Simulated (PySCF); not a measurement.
# CH3BO (CH2BOH): the cost of one run

Computed with PySCF 2.14.0, with density-fitted response routines of our own, on a single molecule, in the gas phase or a continuum. Atoms count from 0, in the outputs and in this text.

### 1 Starting geometry

6 atoms, charge 0, multiplicity 1; geometry from: GFN2-xTB. The atoms were then displaced at random by about 0.01 Å, so the start is not that level's minimum.

Bonds of the start (Å): C0–B1 1.36, B1–O2 1.29, C0–H3 1.06, C0–H4 1.10, O2–H5 0.96.

### 2 Geometry optimisation at PBE0-D3(BJ)/def2-SVP

Job settings and geometry (Å):

```
{"job": {"xc": "PBE0", "basis": "def2-SVP", "d3": "d3bj", "grid": 1, "shake": 0.01, "kind": "geom"}, "charge": 0, "multiplicity": 1}
C     -0.997170     0.021860     0.074320
B      0.359500     0.131320    -0.006680
O      1.640370     0.253370    -0.078540
H     -1.524920    -0.075420     0.988340
H     -1.671190     0.142370    -0.791100
H      2.217570    -0.503510    -0.204710
```

Launch:

```
OMP_NUM_THREADS=1 python probes_run.py task.json out
```

The driver reads the jobs from task.json and runs them one after another.

Q: Estimate the wall time and peak memory of this first job on 1 thread of Intel Xeon at 2.50GHz, shared host.

About 9.5 s, with a peak of 0.29 GiB.
